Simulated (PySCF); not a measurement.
Gas-phase reaction: 4 (CH3)2SiCl2 = 3 CH3SiH2 + CCl4 + SiH + 4 CH2Cl

Computed with PySCF and rigid-rotor harmonic-oscillator thermochemistry at 1 bar. † marks an energy on the PBE0/def2-TZVP geometry and frequencies; other levels use their own. Open shells (unrestricted): CH3SiH2 (multiplicity 2), SiH (multiplicity 2), CH2Cl (multiplicity 2); the rest are closed-shell singlets. Spin-orbit splitting is ignored; it lowers the true energy and changes the entropy of SiH. B3LYP is the form with VWN-RPA correlation. CH3SiH2, CH2Cl: computed as isolated molecules; such fragments, hydroxides, amides, oligomers or adducts are transient or little studied in the gas.

B3LYP/def2-TZVP† gives ΔH°(298 K) = 2835 kJ.

Question: What do PBE0/def2-TZVP, PBE0/def2-SVP†, ωB97X-V/def2-TZVP† give?

Answer: PBE0/def2-TZVP: 2913 kJ; PBE0/def2-SVP†: 2921 kJ; ωB97X-V/def2-TZVP†: 3019 kJ. For scale, ΔH°(298 K) is 2835 kJ at this level, 3047 kJ at ωB97M-V/def2-TZVP†, and runs from 2585 to 3109 kJ over the 19 levels computed.
